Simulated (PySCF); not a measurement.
Species: `CCC(C)(C)F` (2-fluoro-2-methylbutane). The columns A, B, C and D hold Mulliken, IAO, Hirshfeld and ESP-fitted charges (e) of one PBE0/pcSseg-1 density (PySCF), in a shuffled order. Coordinates in Å (GFN2-xTB); the density's dipole moment is (-0.58, -0.80, 1.52) D.

```
atom       x       y       z       A       B       C       D
  C1   1.920  -0.738   0.107  -0.421  -0.268  -0.316  -0.121
  C2   0.833   0.180   0.658  -0.266  -0.213  +0.033  -0.076
  C3  -0.362   0.359  -0.286  +0.329  -0.077  +0.674  +0.113
  C4  -1.010  -0.959  -0.694  -0.435  -0.202  -0.540  -0.128
  C5  -1.389   1.315   0.315  -0.433  -0.183  -0.702  -0.128
  F6   0.118   0.962  -1.455  -0.347  -0.342  -0.325  -0.117
  H7   1.579  -1.768   0.059  +0.134  +0.111  +0.072  +0.037
  H8   2.797  -0.700   0.749  +0.143  +0.117  +0.088  +0.042
  H9   2.210  -0.416  -0.890  +0.149  +0.124  +0.081  +0.037
 H10   1.263   1.169   0.835  +0.138  +0.122  +0.011  +0.038
 H11   0.464  -0.203   1.610  +0.133  +0.113  +0.004  +0.040
 H12  -0.320  -1.549  -1.292  +0.150  +0.128  +0.136  +0.043
 H13  -1.897  -0.765  -1.292  +0.147  +0.119  +0.136  +0.043
 H14  -1.293  -1.525   0.189  +0.143  +0.108  +0.134  +0.045
 H15  -1.827   0.878   1.208  +0.143  +0.106  +0.161  +0.045
 H16  -0.916   2.259   0.576  +0.146  +0.118  +0.161  +0.043
 H17  -2.177   1.514  -0.407  +0.147  +0.121  +0.191  +0.043
```

Task: Which column most likely holds the ESP-fitted charges?

Result: C. Σ q r misses the density's dipole by 0.03 D (C), 0.79 D (D), 1.08 D (A), 1.56 D (B). Charges fitted to the outside potential are the only set here that is tied to the molecule's multipoles.

Task: And the Hirshfeld charges?

Result: D. The mean sizes are 0.067 e (D), 0.151 e (B), 0.221 e (C), 0.224 e (A), and Hirshfeld charges are commonly the smallest of these schemes.

As computed, A = IAO, B = Mulliken, C = ESP-fitted, D = Hirshfeld. Hydrogens on carbon: IAO +0.13 to +0.15, Mulliken +0.11 to +0.13, ESP-fitted 0.00 to +0.19, Hirshfeld +0.04 to +0.05 e.

The Hirshfeld scheme divides the density at each point in proportion to the densities of the neutral, spherically averaged free atoms. The ESP scheme fits charges at the nuclei, held to the total charge, to the electrostatic potential on points at 1.4 to 2.0 times the van der Waals radii.

The structure is a single GFN2-xTB conformer in the gas phase; no vibrational or solvent corrections.

The values belong to the conformer `[CH3:1][CH2:2][C:3]([CH3:4])([CH3:5])[F:6]`: C1–C2–C3–C4 56°.
